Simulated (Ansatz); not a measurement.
# Co$_{3}$Ir: computed properties

The calculation used DFT r2SCAN, scalar-relativistic, plane waves, PAW (Ansatz 0.2.0).

Plane waves to 500 eV, a k mesh through Γ of 12×12×12 on the computed 4-atom cell and Gaussian smearing (0.10 eV); collinear spin from starting moments 2.35 2.35 2.35 0.92 μB.

The structure is relaxed at this level of theory with its symmetry kept. Whether it is the stable form of this composition wasn't checked.

It takes space group Pm-3m (No. 221, cubic). Conventional cell: a = 3.639 Å, b = 3.639 Å, c = 3.639 Å, α = 90.00°, β = 90.00°, γ = 90.00°. Co (site symmetry 4/mmm) is surrounded by 8 Co at 2.57 Å and 4 Ir at 2.57 Å. Around Ir (site symmetry m-3m) lie 12 Co at 2.57 Å.

| Property | Result |
| --- | --- |
| Volume per atom | 81.3 bohr³ |
| Formation energy from the elements' standard states (uncorrected) | -0.004 eV/atom |
| Generalised Kohn–Sham band gap | none (metal) |
| Density of states at the Fermi level | 3.24 states/eV per cell |
| Löwdin character within 0.5 eV of the Fermi level | Co 3d 71 %, Ir 5d 18 % |
| Bulk modulus | 226 GPa |
| Its pressure derivative | 3.9 |
| Bader charges (e) | Co (3 in the cell) 0.29, Ir (1 in the cell) -0.86 |
| Total moment | 6.98 μB per cell |
| Site moments (μB; atoms counted from 1 over the whole cell) | Co (atom 1) 2.14, Co (atom 2) 2.14, Co (atom 3) 2.14, Ir (atom 4) 0.84 |

The state reached may not be the lowest one. Spin-orbit coupling is left out, which matters for the bands of heavy elements.

Only this magnetic start was tried.

Cost: 6 runs of about 15 core-minutes in all, on Arm Neoverse V1 (shared hosts).